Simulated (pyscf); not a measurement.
PySCF, gas phase, ωB97X-D3(BJ)/def2-SVP geometries.

Question: Estimate by transition-state theory the rate constant of H₃C–B(CH₃)–CH₃ + NH₃ → CH₄ + H₃C–B(CH₃)–NH₂ (singlet surface; B–C, H–N broken, C–H, B–N formed) at 900 K, with ωB97M-D3(BJ)/def2-TZVP energies (ideal gas, 1 atm, RRHO with modes under 100 cm⁻¹ raised to 100, one conformer, R ln 2 for chiral ones without a mode under 150 cm⁻¹; no tunnelling).

Answer: The electronic barrier is 22.3 kcal/mol and the thermal terms add +37.4, so ΔG‡ = 59.7 kcal/mol. With k_BT/h = 1.88e+13 s⁻¹ and RT = 1.788 kcal/mol, and a volume of 1.23e-19 cm³ per molecule at 1 atm, k = 7.5e-21 cm³ molecule⁻¹ s⁻¹. Wigner's tunnelling factor for 1459i cm⁻¹ would be 1.23. A shift of 1 kcal/mol in the barrier changes k by a factor 1.7. On the reactant side the descent ends in an adduct with a B–N contact, 15.7 kcal/mol under the separated species and 38.7 kcal/mol under the saddle at ωB97X-D3(BJ)/def2-TZVP. What is counted as formed (B–N) is already present as a longer contact in the reactant adduct; forming that adduct is a step of its own. One saddle was located; it need not be the lowest between these sides.
